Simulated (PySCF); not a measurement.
First SCF of a structure search on singlet SF₂, at a hand-made linear geometry. PySCF input:

```python
from pyscf import gto, scf, dft
mol = gto.M(atom='''
S      0.000000     0.000000     0.000000
F      0.000000     0.000000     1.670000
F      0.000000     0.000000    -1.670000''',
    basis={'S': 'def2-TZVP', 'F': 'def2-TZVP'},
    charge=0, spin=0)
mf = dft.RKS(mol, xc='PBE0')
mf.grids.atom_grid = (50, 194)
aux = {'S': 'def2-universal-JKFIT', 'F': 'def2-universal-JKFIT'}
mf = mf.density_fit(auxbasis=aux)
mf.conv_tol = 1e-08
mf.diis_space = 10
mf.max_cycle = 60
mf.init_guess = 'minao'
mf.verbose = 4
mf.kernel()
```

Excerpt of the output (cycles and frontier levels):

```
init E= -597.744974387947
cycle= 1 E= -597.407365151701  delta_E= 0.338  |g|= 0.744  |ddm|= 1.78
  HOMO = -0.265083322240941  LUMO = -0.227425829322514  gap/eV = 1.02471
cycle= 2 E= -596.932143876104  delta_E= 0.475  |g|= 1.82  |ddm|=  1.2
  HOMO = -0.280824720768593  LUMO = -0.227723846306768  gap/eV = 1.44495
cycle= 3 E= -597.508178827429  delta_E= -0.576  |g|= 0.0331  |ddm|= 0.832
  HOMO = -0.281030514549926  LUMO = -0.222603607237737  gap/eV = 1.58988
cycle= 4 E= -597.508367366037  delta_E= -0.000189  |g|= 0.0133  |ddm|= 0.0265
  HOMO = -0.281830738423729  LUMO = -0.222917801956747  gap/eV = 1.60310
cycle= 5 E= -597.508390650524  delta_E= -2.33e-05  |g|= 0.00297  |ddm|= 0.00609
  HOMO = -0.281318539831794  LUMO = -0.222373921125808  gap/eV = 1.60396
cycle= 6 E= -597.508392709987  delta_E= -2.06e-06  |g|= 0.000308  |ddm|= 0.00333
  HOMO = -0.281380843860141  LUMO = -0.222430543158588  gap/eV = 1.60412
cycle= 7 E= -597.5083927239  delta_E= -1.39e-08  |g|= 4.82e-05  |ddm|= 0.000278
  HOMO = -0.281382867924982  LUMO = -0.222432865076321  gap/eV = 1.60411
cycle= 8 E= -597.508392724253  delta_E= -3.53e-10  |g|= 6.07e-06  |ddm|= 2.58e-05
  HOMO = -0.281380695417859  LUMO = -0.222430896959537  gap/eV = 1.60411
Extra cycle  E= -597.508392724255  delta_E= -2.05e-12  |g|= 5.13e-06  |ddm|= 1.21e-05
converged SCF energy = -597.508392724255
```

No lower solution of this spin was found from smeared starts or by a stability analysis within the restricted form, which does not test spin polarisation.

The search for the lowest solution, 3 starts and the stability check together, took 3.9 s on 2 threads of a shared Arm Neoverse V2 host, with 99 basis functions; the process peaked at 0.37 GiB. Launch command: `OMP_NUM_THREADS=2 python axn.py task.json out`.
